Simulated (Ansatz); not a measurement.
# N₂H (doublet): wave-function methods side by side, def2-TZVPP

The task here is to estimate one member of a computed series from the others.

The runs use Ansatz 0.2.0, Gaussian basis; def2-TZVPP, core rule «outside noble gas», up to 2 orbitals frozen.

Plan: UHF; ROHF; CCSD(T) on UHF.

2 further runs of the same task are left out: 2 set aside as unsound or not needed.

### The geometry

The geometry is a PBE0/def2-TZVP stationary point (not a proven minimum).

3 atoms, charge 0, spin multiplicity 2.

Atoms are counted from 1 here; the program's logs count them from 0.

Bond lengths: N1–N2 1.165 Å, N1–H3 1.057 Å. Angles: N2–N1–H3 117.5°.

Set-up of the first run:

Contents of in.yaml:

```yaml
crystal:
  periodic: [false, false, false]
  atoms:
    - {symbol: N, position_ang: [0.000000, -0.129220, 0.530635]}
    - {symbol: N, position_ang: [0.000000, 0.078417, -0.615382]}
    - {symbol: H, position_ang: [0.000000, 0.705987, 1.177680]}
basis:
  gaussian: {orbitals: def2-TZVPP}
magnetization: {spin_polarized: true, initial_magnetization: 1}
hamiltonian: {xc: hf}
output: {orbitals: {seedname: orbitals}}
```

Launch:

```bash
ansatz run in.yaml --threads 1 --pin off --events-out ev --progress --plain --max-ram 4096MiB --backend cpu
```

Among the steps run: UHF; ROHF; CCSD(T) on UHF.

One of the session's tables, all rows but one given; the rest of the session is left out.

```
  method  from UCCSD(T) (kJ/mol)
    ROHF                 +1064.2
     UHF                 +1040.4
    UMP2                  +101.2
   UCCSD                       ?
UCCSD(T)                       0
```

Estimate the missing values for UCCSD.

The run gave: from UCCSD(T) (kJ/mol): +45.8. In the column «from UCCSD(T) (kJ/mol)» it lies between UCCSD(T) (0) and UMP2 (+101.2).

With the free atoms at the same levels and basis (separate runs), the atomisation energy is 9.178 eV at UCCSD(T), 4.502 eV at ROHF.
